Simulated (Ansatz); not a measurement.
We consider corundum (α-Al2O3), described by r²SCAN (Ansatz, a first-principles code, plane waves, PAW).

Numerical settings: plane-wave cutoff 600 eV, 6×6×6 k mesh, scalar-relativistic PAW data made under PBE.

Computed at the level's own relaxed cell.

```xyz
10
Lattice="2.3793 1.3737 4.3315 -2.3793 1.3737 4.3315 0.0000 -2.7474 4.3315" Properties=species:S:1:pos:R:3 pbc="T T T"
Al     0.0000     0.0000    11.0701
Al     0.0000     0.0000     4.5729
Al     0.0000     0.0000     1.9243
Al     0.0000     0.0000     8.4215
O      0.9214    -1.3737     5.4143
O     -1.6504    -0.1111     5.4143
O     -0.9214     1.3737     7.5801
O     -0.7289    -1.4848     7.5801
O      1.6504     0.1111     7.5801
O      0.7289     1.4848     5.4143
```

### Question
Give the elastic tensor (Voigt notation, GPa, ions relaxed, in the Cartesian axes of the cell as printed).

### Answer

```
  499.9   162.9   119.4    21.7     0.0     0.0
  162.9   499.9   119.4   -21.7     0.0     0.0
  119.4   119.4   504.7     0.0     0.0     0.0
   21.7   -21.7     0.0   149.9     0.0     0.0
    0.0     0.0     0.0     0.0   149.9    21.7
    0.0     0.0     0.0     0.0    21.7   168.5
```

Measured, for comparison: elastic constant C11 497 GPa (temperature not stated, not corrected to a static lattice; as tabulated in Liu et al. (2023), arXiv:2002.00005); elastic constant C12 163 GPa, elastic constant C44 147 GPa, elastic constant C33 501 GPa (temperature not stated, not corrected to a static lattice; as tabulated in Oses et al. (2018), arXiv:1811.08464); elastic constant C13 116 GPa (temperature not stated, not corrected to a static lattice, our sources range from 112 to 116; as tabulated in Oses et al. (2018), arXiv:1811.08464). Computed (rounded) less measured: elastic constant C11 +0.6 %, elastic constant C12 0.0 %, elastic constant C44 +2 %, elastic constant C33 +0.8 %, elastic constant C13 +3 % (+3 % to +6 % over the range). A static lattice is as a rule a little smaller and stiffer than an uncorrected measurement, which narrows the difference in the elastic constant C44, elastic constant C13 and would widen misses of the other sign.

Static lattice: no zero-point or thermal effects.
